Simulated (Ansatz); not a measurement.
The input, for Ansatz 0.2.0:

```yaml
crystal:
  periodic: [false, false, false]
  atoms:
    - {symbol: Al, position_ang: [0.000000, -0.140005, 1.609026]}
    - {symbol: P, position_ang: [0.000000, 0.066312, -1.486208]}
    - {symbol: H, position_ang: [0.000000, 1.710050, 2.598826]}
basis:
  gaussian: {orbitals: 6-31G}
magnetization: {spin_polarized: false, initial_magnetization: 3}
correlation: {method: ccsdt_q, electrons: outside_noble_gas}
accuracy: high
```

```sh
$ ansatz run in.yaml --threads 1 --pin off --events-out ev --progress --plain --max-ram 2393MiB
```

Output:

```
570 factors; integrals over basis functions are off by at most 3.7e-9 eV
mean field evaluation 1: about -15865.6104 eV, gradient 6.2e0 eV
mean field evaluation 2: about -15865.6121 eV, gradient 6.2e0 eV
mean field evaluation 4: about -15866.4193 eV, gradient 1.4e0 eV
mean field evaluation 8: about -15866.6189 eV, gradient 1.9e-1 eV
mean field evaluation 16: about -15866.6199 eV, gradient 1.4e-8 eV
mean field evaluation 32: about -15863.6193 eV, gradient 2.2e-5 eV
mean field evaluation 64: about -15864.2435 eV, gradient 9.9e0 eV
mean field evaluation 96: about -15865.2116 eV, gradient 1.9e0 eV
mean field evaluation 128: about -15863.6193 eV, gradient 1.3e-2 eV
mean field evaluation 160: about -15863.7215 eV, gradient 2.6e0 eV
...
cycle  26  -2.17672590 eV  change    8.0e-8 eV  update   6.2e-8
cycle  27  -2.17672587 eV  change    3.6e-8 eV  update   4.2e-8
cycle  28  -2.17672586 eV  change    5.0e-9 eV  update   3.4e-8
cycle  29  -2.17672584 eV  change    2.7e-8 eV  update   2.2e-8
cycle  30  -2.17672583 eV  change    7.3e-9 eV  update   1.2e-8
cycle  31  -2.17672583 eV  change   -3.6e-9 eV  update   6.4e-9
cycle  32  -2.17672584 eV  change   -3.8e-9 eV  update   3.2e-9
cycle  33  -2.17672584 eV  change   -1.3e-9 eV  update   1.8e-9
cycle  34  -2.17672584 eV  change  -4.1e-11 eV  update   1.1e-9
cycle  35  -2.17672584 eV  change   2.0e-10 eV  update  7.1e-10
perturbative correction -0.00259987 eV, -0.0000955435 hartree
Total energy: -15868.79922719 eV, -583.1676153408 hartree
```

Ran on 1 thread of Intel Xeon Platinum 8259CL, shared host: 15 s wall, 0.14 GiB peak host memory.
